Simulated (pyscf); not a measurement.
Structures and frequencies: ωB97X-D3(BJ)/def2-SVP in PySCF.

### Question
PBE/def2-TZVP puts the barrier of disiloxane (H₃Si–O–SiH₃) + hydrogen fluoride (HF) -> F–SiH₂–O–SiH₃ + hydrogen (H₂) (four-centre exchange; singlet surface; H–Si, F–H broken, F–Si, H–H formed) at 20.1 kcal/mol and the reaction energy at -31.5 kcal/mol, from the separated reactants. What do PBE0-D3(BJ)/def2-TZVP, M06-2X/def2-TZVP, ωB97M-D3(BJ)/def2-TZVP give on the same structures?

### Answer
PBE0-D3(BJ): ΔE‡ = 24.3 kcal/mol, ΔE = -30.9 kcal/mol; M06-2X: ΔE‡ = 27.6 kcal/mol, ΔE = -35.2 kcal/mol; ωB97M-D3(BJ): ΔE‡ = 26.0 kcal/mol, ΔE = -32.8 kcal/mol. PBE's barrier lies under all of them, by 4.2 to 7.4 kcal/mol. Its reaction energy lies among theirs. Low barriers are usual for a GGA, whose delocalisation error favours stretched bonds. At the saddle there is also a short H–Si contact that neither side keeps. The same reactants have a lower exit, to F–SiH₃ + HO–SiH₃ (barrier +17.8 kcal/mol at ωB97M-D3(BJ), against +26.0 kcal/mol here). This is the saddle that the search found; another between the same sides may lie lower.
